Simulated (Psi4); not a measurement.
# CH2ClN (SMILES [H]/N=C/Cl) at 6 levels

Aim: a comparison of 6 runs (HF/STO-3G, HF/3-21G, HF/6-31G, HF/aug-cc-pVDZ, B3LYP/6-31G*, SOS-MP2/6-31+G*) of CH2ClN. 

Program for the calculation: Psi4 1.11.

6 further runs of the same task are left out: 2 that didn't finish, 4 set aside as unsound or not needed.

## (1) Starting point

The species is CH2ClN (5 atoms), meant as a singlet with charge 0. SMILES: `[H]/N=C/Cl`. The shape is that of a PBE0-D4/def2-TZVP optimisation.

Bond lengths: N1–C2 1.247 Å, C2–Cl3 1.729 Å, N1–H4 1.019 Å, C2–H5 1.091 Å. Angles: N1–C2–Cl3 121.0°, N1–C2–H5 128.0°, Cl3–C2–H5 111.0°, C2–N1–H4 110.5°.

## (2) A single-point energy at HF/STO-3G (run 1)

The input, ch2cln.xyz:

```xyz
5
CH2ClN
N     -0.754800    -0.588400    -0.272200
C      0.240900     0.066200     0.096600
Cl     1.513100    -0.680300     0.999000
H     -1.400600     0.006400    -0.789200
H      0.451300     1.122600    -0.075600
```

The input, ch2cln.py:

```python
import psi4

psi4.set_memory(1600000000)
psi4.set_num_threads(1)
psi4.set_output_file('output.dat', False)

with open('ch2cln.xyz') as f:
    atoms = ''.join(f.readlines()[2:])
molecule = psi4.geometry('0 1\n' + atoms + 'symmetry c1\nno_reorient\nno_com')

psi4.set_options(dict(basis='STO-3G', puream=True, e_convergence=1e-09, d_convergence=1e-08, scf_type='pk'))

energy_value, wavefunction = psi4.energy('scf', molecule=molecule, return_wfn=True)
psi4.oeprop(wavefunction, 'DIPOLE', 'LOWDIN_CHARGES', 'MAYER_INDICES')
print(f'scf energy: {energy_value:.10f} Eh')
for k, v in sorted(psi4.core.scalar_variables().items()):
    print(f'{k:45s} {v:18.10f}')
```

Command:

```console
$ python ch2cln.py
```

output.dat:

```text
[...]
  Running in c1 symmetry.
[...]
  Nuclear repulsion =   89.884976233835403
[...]
  Multiplicity = 1
[...]
  Nalpha       = 16
  Nbeta        = 16
[...]
    Number of basis functions: 21
[...]
   @RHF iter   1:  -546.71544734578970   -1.32331e+00   1.89408e-02 ADIIS/DIIS
[...]
   @RHF iter  10:  -546.82665138372397   -7.95808e-13   7.46677e-09 DIIS
[...]
    Orbital Energies [Eh]
    ---------------------
    Doubly Occupied:
       1A   -103.719213     2A    -15.388554     3A    -11.170829
       4A    -10.400108     5A     -7.844445     6A     -7.838664
       7A     -7.838388     8A     -1.226909     9A     -1.047511
      10A     -0.774838    11A     -0.689551    12A     -0.540580
      13A     -0.499150    14A     -0.411115    15A     -0.389332
      16A     -0.372596
[...]
  @RHF Final Energy:  -546.82665138372397
   => Energetics <=
    Nuclear Repulsion Energy =             89.8849762338354026
    One-Electron Energy =                -933.1196928239505723
    Two-Electron Energy =                 296.4080652063911430
    Total Energy =                       -546.8266513837239700
[...]
 Multipole Moments:
 ------------------------------------------------------------------------------------
     Multipole            Electronic (a.u.)      Nuclear  (a.u.)        Total (a.u.)
 ------------------------------------------------------------------------------------
 L = 1.  Multiply by 2.5417464519 to convert [e a0] to [Debye]
 Dipole X            :        -40.0024157           39.5617944           -0.4406213
 Dipole Y            :         27.7784529          -26.7541756            1.0242774
 Dipole Z            :        -28.4747741           27.9535847           -0.5211894
 Magnitude           :                                                    1.2308248
[...]
```

The script printed:

```text
scf energy: -546.8266513837 Eh
CURRENT ENERGY                                   -546.8266513837
CURRENT REFERENCE ENERGY                         -546.8266513837
DD SOLVATION ENERGY                                 0.0000000000
HF KINETIC ENERGY                                 537.9308658657
HF POTENTIAL ENERGY                             -1084.7575172494
HF TOTAL ENERGY                                  -546.8266513837
HF VIRIAL RATIO                                     2.0165370424
NUCLEAR REPULSION ENERGY                           89.8849762338
ONE-ELECTRON ENERGY                              -933.1196928240
PCM POLARIZATION ENERGY                             0.0000000000
PE ENERGY                                           0.0000000000
SCF ITERATION ENERGY                             -546.8266513837
SCF ITERATIONS                                     10.0000000000
SCF TOTAL ENERGY                                 -546.8266513837
TWO-ELECTRON ENERGY                               296.4080652064
```

Wall time 1.8 s (1 thread of AMD EPYC 7B13 (Zen 3), shared host); peak memory 0.18 GiB.

## (3) The energy at HF/3-21G (run 2)

The input, run.py:

```python
import numpy as np
from ase.calculators.psi4 import Psi4
from ase import Atoms

mol = Atoms(['N', 'C', 'Cl', 'H', 'H'], positions=[
    [-0.754800, -0.588400, -0.272200],
    [0.240900, 0.066200, 0.096600],
    [1.513100, -0.680300, 0.999000],
    [-1.400600, 0.006400, -0.789200],
    [0.451300, 1.122600, -0.075600],
])
calc = Psi4(atoms=mol, method='hf', basis='3-21G', memory='1600MB', num_threads=1, charge=0, multiplicity=1, label='psi4-calc', reference='rhf')
calc.psi4.set_options({'puream': True, 'e_convergence': 1e-09, 'd_convergence': 1e-08, 'scf_type': 'pk'})
mol.calc = calc

print(f'energy: {mol.get_potential_energy():.6f} eV')
```

Command:

```console
$ python run.py
```

psi4-calc.dat:

```text
[...]
  Running in c1 symmetry.
[...]
  Nuclear repulsion =   89.884976233835403
[...]
  Multiplicity = 1
[...]
  Nalpha       = 16
  Nbeta        = 16
[...]
    Number of basis functions: 35
[...]
   @RHF iter   1:  -550.12983256608368   -3.49776e-01   1.04991e-02 ADIIS/DIIS
[...]
   @RHF iter  11:  -550.20546034546976   -6.59384e-12   7.47747e-09 DIIS
[...]
    Orbital Energies [Eh]
    ---------------------
    Doubly Occupied:
       1A   -104.107980     2A    -15.521492     3A    -11.307735
       4A    -10.506975     5A     -7.970975     6A     -7.966017
       7A     -7.965955     8A     -1.286100     9A     -1.130585
      10A     -0.825196    11A     -0.743771    12A     -0.601348
      13A     -0.549856    14A     -0.467924    15A     -0.445887
      16A     -0.428233
[...]
  @RHF Final Energy:  -550.20546034546976
   => Energetics <=
    Nuclear Repulsion Energy =             89.8849762338354026
    One-Electron Energy =                -936.5288123503999032
    Two-Electron Energy =                 296.4383757710946838
    Total Energy =                       -550.2054603454697599
[...]
 Multipole Moments:
 ------------------------------------------------------------------------------------
     Multipole            Electronic (a.u.)      Nuclear  (a.u.)        Total (a.u.)
 ------------------------------------------------------------------------------------
 L = 1.  Multiply by 2.5417464519 to convert [e a0] to [Debye]
 Dipole X            :          2.5828985           -2.9453141           -0.3624155
 Dipole Y            :         -0.9524587            2.1399608            1.1875021
 Dipole Z            :          1.6787697           -2.2014770           -0.5227073
 Magnitude           :                                                    1.3471189
[...]
```

The script printed:

```text
energy: -14971.853174 eV
```

Wall time 2 s (1 thread of AMD EPYC 7B13 (Zen 3), shared host); peak memory 0.19 GiB.

Run 3 isn't shown in full; the table further down has it.

## (4) Energy and forces at HF/aug-cc-pVDZ (run 4)

The input, ch2cln.json:

```json
{
  "schema_name": "qcschema_input",
  "schema_version": 1,
  "molecule": {
    "schema_name": "qcschema_molecule",
    "schema_version": 2,
    "symbols": ["N", "C", "Cl", "H", "H"],
    "geometry": [-1.42636528, -1.11191485, -0.51438345, 0.45523502, 0.12509987, 0.18254754, 2.8593446, -1.28558068, 1.8878364, -2.64675041, 0.01209425, -1.49137186, 0.8528334, 2.12140655, -0.1428633],
    "molecular_charge": 0,
    "molecular_multiplicity": 1,
    "fix_symmetry": "c1",
    "fix_com": true,
    "fix_orientation": true
  },
  "driver": "gradient",
  "model": {
    "method": "hf",
    "basis": "aug-cc-pVDZ"
  },
  "keywords": {
    "puream": true,
    "e_convergence": 1e-09,
    "d_convergence": 1e-08,
    "scf_type": "pk",
    "scf_properties": ["MULLIKEN_CHARGES", "LOWDIN_CHARGES", "QUADRUPOLE"]
  }
}
```

Command:

```console
$ psi4 --qcschema ch2cln.json -n 1 --memory 1600MB
```

stdout (excerpt; [...] marks lines left out):

```text
[...]
  Running in c1 symmetry.
[...]
  Nuclear repulsion =   89.884976237055739
[...]
  Multiplicity = 1
[...]
  Nalpha       = 16
  Nbeta        = 16
[...]
    Number of basis functions: 91
[...]
   @RHF iter   1:  -552.87793193910079   -4.32949e-01   4.77207e-03 ADIIS/DIIS
[...]
   @RHF iter  12:  -552.97723366306525   -5.57066e-12   5.70000e-09 DIIS
[...]
  @RHF Final Energy:  -552.97723366306525
   => Energetics <=
    Nuclear Repulsion Energy =             89.8849762370557386
    One-Electron Energy =                -939.7528839990898177
    Two-Electron Energy =                 296.8906740989688160
    Total Energy =                       -552.9772336630652489
[...]
 Multipole Moments:
 ------------------------------------------------------------------------------------
     Multipole            Electronic (a.u.)      Nuclear  (a.u.)        Total (a.u.)
 ------------------------------------------------------------------------------------
 L = 1.  Multiply by 2.5417464519 to convert [e a0] to [Debye]
 Dipole X            :        -39.7316292           39.5617943           -0.1698348
 Dipole Y            :         27.7695795          -26.7541755            1.0154040
 Dipole Z            :        -28.3235818           27.9535847           -0.3699971
 Magnitude           :                                                    1.0939776
 L = 2.  Multiply by 1.3450342976 to convert [e a0^2] to [Debye ang]
 Quadrupole XX       :       -180.6882094          162.2071477          -18.4810618
 Quadrupole XY       :         48.3660842          -49.2697369           -0.9036526
[...]
  Mulliken Charges: (a.u.)
   Center  Symbol    Alpha    Beta     Spin     Total
[...]
  -Total Gradient:
     Atom            X                  Y                   Z
    ------   -----------------  -----------------  -----------------
       1       -0.003536193116    -0.012975610549     0.001598190609
       2        0.012062045799    -0.000302568188     0.006714354482
       3       -0.004824355836     0.003307455633    -0.003555578861
       4       -0.006502350110     0.005379104326    -0.005045474834
       5        0.002800853254     0.004591618783     0.000288508605
[...]
```

The result, in JSON:

```text
{
 "driver": "gradient",
 "model": {
  "method": "hf",
  "basis": "aug-cc-pVDZ"
 },
 "success": true,
 "return_result": [-0.003536193115523417, -0.012975610549020078, 0.0015981906088691489, 0.01206204579944975, -0.000302568188094432, 0.00671435448185656, -0.004824355835770483, 0.003307455632662104, -0.0035555788611474626, -0.006502350110236588, 0.005379104326191708, -0.005045474834084351, 0.002800853253537905, 0.004591618783323037, 0.00028850860474834844],
 "properties": {
  "calcinfo_nbasis": 91,
  "calcinfo_nmo": 91,
  "calcinfo_nalpha": 16,
  "calcinfo_nbeta": 16,
  "calcinfo_natom": 5,
  "nuclear_repulsion_energy": 89.88497623705574,
  "return_energy": -552.9772336630652,
  "return_gradient": [-0.003536193115523417, -0.012975610549020078, 0.0015981906088691489, 0.01206204579944975, -0.000302568188094432, 0.00671435448185656, -0.004824355835770483, 0.003307455632662104, -0.0035555788611474626, -0.006502350110236588, 0.005379104326191708, -0.005045474834084351, 0.002800853253537905, 0.004591618783323037, 0.00028850860474834844],
  "scf_one_electron_energy": -939.7528839990898,
  "scf_two_electron_energy": 296.8906740989688,
  "scf_dipole_moment": [-0.1698348121837796, 1.0154039828030896, -0.3699970845873821],
  "scf_total_energy": -552.9772336630652,
  "scf_total_gradient": [-0.003536193115523417, -0.012975610549020078, 0.0015981906088691489, 0.01206204579944975, -0.000302568188094432, 0.00671435448185656, -0.004824355835770483, 0.003307455632662104, -0.0035555788611474626, -0.006502350110236588, 0.005379104326191708, -0.005045474834084351, 0.002800853253537905, 0.004591618783323037, 0.00028850860474834844],
  "scf_iterations": 12
 }
}
```

Run time: 12 s. Hardware: 1 thread of AMD EPYC 7B13 (Zen 3), shared host; peak memory 0.4 GiB.

Run 5 isn't shown in full; the table further down has it.

## (5) A single-point energy at SOS-MP2/6-31+G(d) (density fitting, Cartesian functions) (run 6)

ch2cln.xyz is that of step 2.

The input, run.py:

```python
import psi4

psi4.set_memory('1600 MB')
psi4.set_num_threads(1)
psi4.set_output_file('psi4.out', False)

with open('ch2cln.xyz') as f:
    atoms = ''.join(f.readlines()[2:])
geom = psi4.geometry('0 1\n' + atoms + '')

psi4.set_options({
    'reference': 'rhf',
    'scf_type': 'disk_df',
    'mp2_type': 'df',
    'print': 2,
})

energy_value = psi4.energy('sos-mp2/6-31+G*')
print('E =', round(energy_value, 9))
for k, v in sorted(psi4.core.scalar_variables().items()):
    print(f'{k:45s} {v:18.10f}')
```

Command:

```console
$ python run.py
```

psi4.out:

```text
[...]
  Running in c1 symmetry.
[...]
  Nuclear repulsion =   89.884976233835403
[...]
  Multiplicity = 1
[...]
  Nalpha       = 16
  Nbeta        = 16
[...]
   @DF-RHF iter   1:  -552.84333917595325   -4.26807e-01   6.55454e-03 DIIS/ADIIS
[...]
   @DF-RHF iter  12:  -552.93803060151265   -3.86535e-12   5.05642e-09 DIIS
[...]
    Orbital Energies [Eh]
    ---------------------
    Doubly Occupied:
       1A   -104.840187     2A    -15.597916     3A    -11.363974
       4A    -10.574334     5A     -8.043712     6A     -8.040273
       7A     -8.040125     8A     -1.271740     9A     -1.126364
      10A     -0.829490    11A     -0.738935    12A     -0.610297
      13A     -0.545966    14A     -0.471454    15A     -0.459178
      16A     -0.432060
[...]
  @DF-RHF Final Energy:  -552.93803060151265
   => Energetics <=
    Nuclear Repulsion Energy =             89.8849762338354026
    One-Electron Energy =                -939.6740037750588499
    Two-Electron Energy =                 296.8509969397108534
    Total Energy =                       -552.9380306015126507
[...]
 Multipole Moments:
 ------------------------------------------------------------------------------------
     Multipole            Electronic (a.u.)      Nuclear  (a.u.)        Total (a.u.)
 ------------------------------------------------------------------------------------
 L = 1.  Multiply by 2.5417464519 to convert [e a0] to [Debye]
 Dipole X            :          2.7559809           -2.9453141           -0.1893332
 Dipole Y            :         -1.0181784            2.1399608            1.1217825
 Dipole Z            :          1.7917806           -2.2014770           -0.4096965
 Magnitude           :                                                    1.2091708
[...]
      Number of basis functions:        65
[...]
	SCS-MP2 Total Energy (a.u.)        :  -553.36825492775301
	SOS-MP2 Total Energy (a.u.)        :  -553.36263513664335
	SCSN-MP2 Total Energy (a.u.)       :  -553.14015786360972
[...]
	SOS-PI-MP2 Total Energy (a.u.)     :  -553.39529702396112
[...]
	MP2 Total Energy (a.u.)            :  -553.37949450997257
[...]
```

On the terminal:

```text
E = -553.362635137
CURRENT CORRELATION ENERGY                         -0.4246045351
CURRENT ENERGY                                   -553.3626351366
CURRENT REFERENCE ENERGY                         -552.9380306015
DD SOLVATION ENERGY                                 0.0000000000
HF KINETIC ENERGY                                 552.5093788959
HF POTENTIAL ENERGY                             -1105.4474094974
HF TOTAL ENERGY                                  -552.9380306015
HF VIRIAL RATIO                                     2.0007758270
MP2 CORRELATION ENERGY                             -0.4414639085
MP2 DOUBLES ENERGY                                 -0.4414639085
MP2 OPPOSITE-SPIN CORRELATION ENERGY               -0.3266188732
MP2 SAME-SPIN CORRELATION ENERGY                   -0.1148450353
MP2 SINGLES ENERGY                                  0.0000000000
MP2 TOTAL ENERGY                                 -553.3794945100
NUCLEAR REPULSION ENERGY                           89.8849762338
ONE-ELECTRON ENERGY                              -939.6740037751
PCM POLARIZATION ENERGY                             0.0000000000
PE ENERGY                                           0.0000000000
SCF ITERATION ENERGY                             -552.9380306015
SCF ITERATIONS                                     12.0000000000
SCF TOTAL ENERGY                                 -552.9380306015
SCS(N)-MP2 CORRELATION ENERGY                      -0.2021272621
SCS(N)-MP2 TOTAL ENERGY                          -553.1401578636
SCS-MP2 CORRELATION ENERGY                         -0.4302243262
SCS-MP2 TOTAL ENERGY                             -553.3682549278
SCS-MP2-VDW CORRELATION ENERGY                     -0.4754946753
SCS-MP2-VDW TOTAL ENERGY                         -553.4135252768
SOS-MP2 CORRELATION ENERGY                         -0.4246045351
SOS-MP2 TOTAL ENERGY                             -553.3626351366
SOS-PI-MP2 CORRELATION ENERGY                      -0.4572664224
SOS-PI-MP2 TOTAL ENERGY                          -553.3952970240
TWO-ELECTRON ENERGY                               296.8509969397
```

It took 3.3 s on 1 thread of AMD EPYC 7B13 (Zen 3), shared host; peak memory 0.27 GiB.

## (6) All runs side by side

```tsv
run	level	task	Cartesian functions	energy (Eh)	dipole moment (D)	HOMO energy (eV)	LUMO energy (eV)	wall time
1	HF/STO-3G	energy	no	-546.826651	3.13	-10.14	7.15	1.8 s
2	HF/3-21G	energy	no	-550.205460	3.42	-11.65	4.07	2 s
3	HF/6-31G	gradient	no	-552.857334	3.53	-11.71	3.67	2.1 s
4	HF/aug-cc-pVDZ	gradient	no	-552.977234	2.78	-11.76	0.83	12 s
5	B3LYP/6-31G* (Cartesian functions)	gradient	yes	-554.230417	2.66	-8.08	-0.58	9 s
6	SOS-MP2/6-31+G* (density fitting, Cartesian functions)	energy	yes	-553.362635	–	-11.76	1.71	3.3 s
```

## (7) What came out

```
                                    quantity          value
                         run 6: total energy  -553.36264 Eh
  run 6: HOMO energy (Hartree–Fock orbitals)      -11.76 eV
  run 6: LUMO energy (Hartree–Fock orbitals)        1.71 eV
run 6: HOMO–LUMO gap (Hartree–Fock orbitals)       13.46 eV
                   run 6: correlation energy     -424.6 mEh
```

What this shows: Over runs 1, 2, 3, 4, 5 the dipole moment (its size) runs from 2.66 D (B3LYP/6-31G*) to 3.53 D (HF/6-31G). The two ends differ in method and basis. Over runs 1, 2, 3, 4, 5 the HOMO–LUMO gap runs from 7.49 eV (B3LYP/6-31G*) to 17.29 eV (HF/STO-3G). In run 1 the basis is minimal, so the values are rough. All runs together took 30 s, the longest 12 s.
